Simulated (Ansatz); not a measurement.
**Loss of H2: C5H10 → C5H8 + H2**

Species: C5H10 (trans-2-pentene) `C/C=C/CC`, singlet; C5H8 (1,2-pentadiene) `C=C=CCC`, singlet; H2 (hydrogen), singlet. 

Shapes, held fixed at every level: PBE0-D4/def2-TZVP. Flexible molecules stand in one conformer, not always the lowest. Programs: Ansatz 0.2.0. The zero-point and thermal change to 298 K, harmonic and unscaled (PBE0-D4/def2-TZVP), is -28.9 kJ/mol.

(1) Estimate ΔH(298 K) of this reaction.

## Answers

(1) The highest level, CCSD(T)/CBS estimate, gives ΔH(298 K) = +172.9 kJ/mol; the levels span +163.9 to +186.8. The column of differences is taken from that level and isn't an error. No measured value is set beside it here. The CBS estimate extrapolates MP2 from def2-TZVPP and def2-QZVPP and adds CCSD(T) − MP2 in the triple-zeta set, cores frozen; for H2 it overshoots the exact energy by about 1 mEh.

```
                level                    kind  ΔH(298 K) (kJ/mol)  less CCSD(T)/CBS estimate
          HF/def2-SVP            Hartree–Fock              +186.1                      +13.2
 r2SCAN-D4/def2-TZVPP                meta-GGA              +169.4                       -3.5
r2SCAN0-D4/def2-TZVPP           global hybrid              +183.5                      +10.6
   wB97M-V/def2-TZVPP  range-separated hybrid              +173.1                       +0.2
    B2PLYP/def2-TZVPP           double hybrid              +163.9                       -9.0
         MP2/def2-SVP     perturbation theory              +186.8                      +13.9
   CCSD(T)/def2-TZVPP   coupled cluster or CI              +172.5                       -0.4
 CCSD(T)/CBS estimate   coupled cluster or CI              +172.9                        0.0
```
